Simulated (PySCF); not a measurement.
Compound: triphosphine, P3H5.
Numbering: `[PH2:1][PH:2][PH2:3]` (hydrogens: H4, H5 on P1; H6 on P2; H7, H8 on P3)

Cartesian coordinates in Å at the PBE0-D3(BJ)/def2-SVP level; atoms count from 1:
```xyz
8
P3H5 angstrom
P      1.6980   -0.1763   -0.1757
P     -0.0123   -0.5005    1.2455
P     -1.6075   -0.3563   -0.3290
H      1.6268    1.2483   -0.0618
H      2.6824   -0.2633    0.8589
H      0.0700   -1.9250    1.1209
H     -1.7179    1.0646   -0.2016
H     -2.6665   -0.5764    0.6074
```

Computed, not measured: PySCF 2.14.0, PBE0-D3(BJ)/def2-SVP geometry optimisation, gas phase.

Masses are those of the commonest isotopes; rigid-rotor values at the optimised geometry. The values belong to one conformer with, in the numbering `[PH2:1][PH:2][PH2:3]`, H–P1–P2–P3 87° and 180°, P1–P2–P3–H -88° and 180°.

Give the principal moments of inertia and the rotational constants in MHz.

Ia = 56.12, Ib = 196.13, Ic = 240.47 u·Å²; 505379 MHz·u·Å²/I gives A = 9006, B = 2577, C = 2102 MHz.

What kind of rotor is it?

An asymmetric top. Ray's parameter κ = (2B − A − C)/(A − C) = -0.862; −1 is the prolate and +1 the oblate limit.

What does the inertial defect say?

Not planar: Δ = Ic − Ia − Ib = -11.78 u·Å². For a rigid frame Δ = −2 Σ m c², so Σ m c² = 5.89 u·Å² lies off the ab plane: 5.60 from hydrogen and 0.29 from heavier atoms. The atom farthest from that plane is 1.36 Å away.

Give the other two planar moments, Paa and Pbb, and the rms extents of the mass along the axes.

Paa = Σ m a² = (Ib + Ic − Ia)/2 = 190.24 and Pbb = Σ m b² = (Ia + Ic − Ib)/2 = 50.23 u·Å². With the mass M = 97.96 u, the rms extents √(P/M) along a, b and c are 1.39, 0.72, 0.25 Å.

Predict some low-J microwave lines.

The dipole components are |μa| = 0.00 D, |μb| = 0.60 D, |μc| = 0.54 D; the mirror of this Cs structure is the bc plane, so μa vanishes by symmetry (the 0.01 D computed is a residue) and there are no a-type lines. The squared components, which scale the intensities, stand as 1.00 : 0.81 (b : c). Some lines, for components of 0.1 D or more:

```
type  branch         J(Ka,Kc)    MHz  lower level (cm⁻¹)
   c       Q  2(1,2) ← 2(0,2)   5979               0.467
   b       Q  2(1,1) ← 2(0,2)   7405               0.467
   b       R  3(0,3) ← 2(1,2)   7955               0.667
   b       Q  3(1,2) ← 3(0,3)   8202               0.932
   b       R  1(1,1) ← 0(0,0)  11107               0.000
   c       R  1(1,0) ← 0(0,0)  11582               0.000
   b       R  2(1,2) ← 1(0,1)  15311               0.156
   c       R  2(1,1) ← 1(0,1)  16736               0.156
   c       Q  3(2,2) ← 3(1,2)  18591               1.206
   b       R  3(1,3) ← 2(0,2)  19286               0.467
   c       Q  2(2,1) ← 2(1,1)  19287               0.714
   b       Q  2(2,0) ← 2(1,1)  19313               0.714
   b       Q  3(2,2) ← 3(1,3)  21440               1.111
   c       R  3(1,2) ← 2(0,2)  22136               0.467
   b       R  2(2,1) ← 1(1,0)  29119               0.386
   c       R  2(2,0) ← 1(1,0)  29144               0.386
   c       Q  3(3,1) ← 3(2,1)  33222               1.830
   b       Q  3(3,0) ← 3(2,1)  33223               1.830
   b       R  3(2,2) ← 2(1,1)  33322               0.714
   b       Q  3(3,1) ← 3(2,2)  33348               1.826
   c       R  3(2,1) ← 2(1,1)  33449               0.714
   b       R  3(3,1) ← 2(2,0)  47358               1.358
   c       R  3(3,1) ← 2(2,1)  47383               1.358
   b       R  3(3,0) ← 2(2,1)  47384               1.358
```

No frequency check. No vibrational averaging or centrifugal distortion is included, and the geometry carries the error of its method.
